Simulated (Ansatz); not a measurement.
A nudged elastic band was laid between two geometries of CH5AlO (8 atoms, charge 0, multiplicity 1).

These are results of Ansatz 0.2.0, RKS r2SCANh-D4/def2-SVP, not measurements.

| Item | Value |
| --- | --- |
| movable images | 8 |
| climbing image | no |
| spring | 5.0 eV/Å² |
| optimiser | quadratic models (default) |
| start path | through a guess of the saddle point |
| force threshold | 0.05 eV/Å |
| iteration limit | 60 |
| end points | relaxed |

Image 0:

```xyz
8
Properties=species:S:1:pos:R:3
Al -0.052 -0.055 -0.729
H 0.119 0.789 -2.065
O -0.505 -1.695 -0.850
H -0.673 -2.176 -1.662
C 0.230 0.664 1.050
H 1.271 1.000 1.187
H 0.011 -0.076 1.834
H -0.401 1.549 1.235
```

Image 9:

```xyz
8
Properties=species:S:1:pos:R:3
Al -0.277 -1.003 0.055
H 0.014 0.397 -2.027
O -0.686 -2.388 -0.646
H -0.189 -0.333 -2.137
C 0.210 0.589 1.040
H 1.236 0.900 0.794
H 0.158 0.414 2.125
H -0.466 1.423 0.797
```

(1) Which bonds break or form, and what moves?

(2) Give the energies along the band, and the barrier.

(3) What is the geometry of the highest image?

The band took 9 iterations and roughly 120 core-seconds.

## Answers

(1) Bonds broken: Al1–H2, O3–H4. Bonds formed: H2–H4. CH5AlO becomes CH3AlO + H2.

(2) The forces met the threshold. The highest image is number 6 of 0 to 9, 2.74 eV above the first end and 0.17 eV above the last; the last end lies 2.57 eV above the first. Neighbouring images differ by up to 1.5 eV, so the band resolves the path poorly. No image climbed, so the highest image needn't sit at the top of the path. The orbitals stay closed-shell, which can raise the energy where a bond breaks towards radicals; this wasn't checked here.

| image | path coordinate (Å) | energy (eV) | Al1–H2 (Å) | O3–H4 (Å) | H2–H4 (Å) |
| --- | --- | --- | --- | --- | --- |
| 0 | 0.00 | 0.00 | 1.59 | 0.96 | 3.10 |
| 1 | 0.46 | 0.00 | 1.59 | 0.96 | 3.08 |
| 2 | 0.93 | 0.08 | 1.58 | 0.96 | 2.74 |
| 3 | 1.39 | 0.35 | 1.59 | 0.97 | 2.23 |
| 4 | 1.86 | 0.97 | 1.64 | 1.00 | 1.65 |
| 5 | 2.32 | 2.43 | 1.85 | 1.29 | 1.14 |
| 6 | 2.78 | 2.74 | 2.11 | 1.83 | 0.82 |
| 7 | 3.25 | 2.60 | 2.41 | 2.25 | 0.77 |
| 8 | 3.71 | 2.57 | 2.54 | 2.54 | 0.77 |
| 9 | 4.17 | 2.57 | 2.53 | 2.59 | 0.77 |

(3) 
```xyz
8
Properties=species:S:1:pos:R:3
Al -0.087 -0.724 -0.202
H -0.365 0.120 -2.118
O -0.333 -2.147 -0.932
H -0.418 -0.690 -2.043
C 0.248 0.670 1.098
H 1.327 0.836 1.239
H -0.148 0.292 2.055
H -0.224 1.644 0.903
```

Time of the run: 63 s on 2 threads of INTEL(R) XEON(R) PLATINUM 8581C CPU @ 2.10GHz (Emerald Rapids), with other jobs on the host, peak memory 0.17 GiB.
